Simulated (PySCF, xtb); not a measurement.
N₂, SMILES N#N (connectivity only; charge and spin as stated), charge +1, multiplicity 2.

Harmonic wavenumbers (cm⁻¹) from GFN2-xTB run with xtb at its own minimum, in rising order: 2554.

### Question
What does PBE-D3(BJ)/def2-TZVPD in PySCF give at its own minimum? (The exact figures need the calculation; the answer reports its results.)

### Answer
2264. Paired by order, the mean absolute difference is 290 cm⁻¹ and the zero-point energies are 3.7 and 3.2 kcal/mol.
